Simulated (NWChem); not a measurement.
# propane (C3H8); SMILES CCC

Results from NWChem. Geometry: optimised at PBE0/def2-SVP.

For level PBE/def2-SVP:

```
Quantity                     Result
---------------------------  ------
highest occupied level (eV)   -7.58
orbital gap (eV)               8.65
```

Question: Estimate the same quantities for level TPSSh/def2-SVP.

Answer: The highest occupied level (eV) is -8.39 and the orbital gap (eV) is 10.06.
